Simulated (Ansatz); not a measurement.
# C3H2O2: the cost of one run

Method: UHF/6-31G, in Ansatz 0.2.0.

### 1 The structure to begin with

Bond lengths: C1–C2 1.194 Å, C1–H3 1.050 Å, C2–H4 1.050 Å, O5–C6 1.144 Å, C6–O7 1.144 Å. Angles: C1–C2–H4 179.9°, C2–C1–H3 179.5°, O5–C6–O7 178.8°.

As a file:

```xyz
7

C    -0.4401   -0.3683   -1.3600
C     0.4311    0.4466   -1.3004
H    -1.2124   -1.0779   -1.4114
H     1.1987    1.1616   -1.2474
O     1.0886   -0.4277    1.7677
C     0.0074   -0.0541    1.7652
O    -1.0734    0.3198    1.7863
```

### 2 Preparing the start

Input file input.yaml:

```yaml
crystal:
  periodic: [false, false, false]
  atoms:
    - { symbol: C, position_ang: [-0.4401, -0.3683, -1.36] }
    - { symbol: C, position_ang: [0.4311, 0.4466, -1.3004] }
    - { symbol: H, position_ang: [-1.2124, -1.0779, -1.4114] }
    - { symbol: H, position_ang: [1.1987, 1.1616, -1.2474] }
    - { symbol: O, position_ang: [1.0886, -0.4277, 1.7677] }
    - { symbol: C, position_ang: [0.0074, -0.0541, 1.7652] }
    - { symbol: O, position_ang: [-1.0734, 0.3198, 1.7863] }
magnetization:
  spin_polarized: true
basis:
  gaussian: { orbitals: "6-31G" }
hamiltonian:
  xc: hf
relax:
  f_tol: 0.02
  max_steps: 40
```

Command:

```console
$ ansatz run input.yaml --threads 1 --pin off --max-ram 2048MiB --backend cpu --events-out ev --progress --plain --runs-dir out
```

Q: Estimate wall time and peak memory on 1 thread of an Arm CPU, shared host.

About 30 s, with a peak of 0.11 GiB.
